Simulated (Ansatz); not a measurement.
# How far a parabola holds: energy against volume of bcc Mo

We consider bcc Mo, described by r²SCAN in Ansatz (PAW). Settings: plane-wave cutoff 560 eV, 24×24×24 k mesh, Fermi–Dirac smearing 0.05 eV, no spin polarisation, scalar-relativistic PAW data made under PBE. The cell has no free parameter but its volume, all volumes share cutoff and mesh, and the runs aren't spin-polarised. Energies are free energies at the run's smearing, counted from the lowest row; static lattice.

```
V (Å³/atom)  E (meV/atom)
-----------  ------------
14.704                  ?
15.017              22.70
15.330               5.48
15.642               0.00
15.955               5.12
16.268              19.80
```

Task: Fit E against V with a parabola, and predict the withheld value at V = 14.704.

Result: With u = V - 15.6, the rows have u = -0.5830, -0.2700, 0.0420, 0.3550, 0.6680. Least squares gives E = 0.179 - 6.5874·u + 54.3204·u². Residuals (row less fit): 0.218, -0.438, 0.002, 0.434, -0.218; standard error 0.487 (degrees of freedom: 2). The fitted curve has its minimum at V = 15.7, where E = -0.02. Its curvature is d²E/dV² = 2 × 54.3204 meV/Å⁶, so B = V0·d²E/dV² × 0.1602 = 273 GPa. At the withheld row, u = -0.8960, so E = 0.179 - 6.5874 × (-0.8960) + 54.3204 × (-0.8960)² = 49.691 meV/atom. The calculation gives 52.93 meV/atom, 3.239 meV/atom above the prediction (6.1 % of the range of E in the table). The row lies outside the fitted rows, so this is an extrapolation. From the scatter of the fitted rows alone, a prediction at this place has a standard error of 1.153 meV/atom, so the miss is 2.8 times that.

The residuals are curvature that a parabola lacks, not noise. A solid that stiffens under compression and softens on expansion lies above the parabola at the compressed end and under it at the expanded end, as this row does. A third-order Birch-Murnaghan fit to the whole scan has B0 = 271 GPa. Only scans are tabulated whose curvature falls smoothly with volume, and where the parabola meets the shown rows within 5 % of their range and misses the end by 0.1 meV or more.

Measured, for comparison: bulk modulus 265 GPa (zero-point energy and finite temperature contributions removed, sources range from 265 to 278; as tabulated in doi:10.1021/acs.jctc.3c00612). Computed less measured: bulk modulus +2.3 % (inside the range of the sources held).

Ansatz is a program for electronic structure.
